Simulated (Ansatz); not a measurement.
dichloromethane (CH2Cl2), SMILES ClCCl.

The structure is a stationary point at r2SCAN-D4/def2-TZVP.

Two levels are set side by side: PBE/def2-TZVPD (Ansatz, a first-principles code) and PBE0/def2-TZVPD (Ansatz). Energy differences of separate SCF runs at the same geometry; the states with an electron removed or added have multiplicity 2 and 2. Differences are taken from unrounded values.

| quantity | PBE0 | PBE | PBE minus PBE0 |
|---|---|---|---|
| vertical ionisation energy (eV) | 11.11 | 10.66 | -0.44 |
| vertical singlet–triplet gap (eV) | 6.25 | 5.71 | -0.54 |
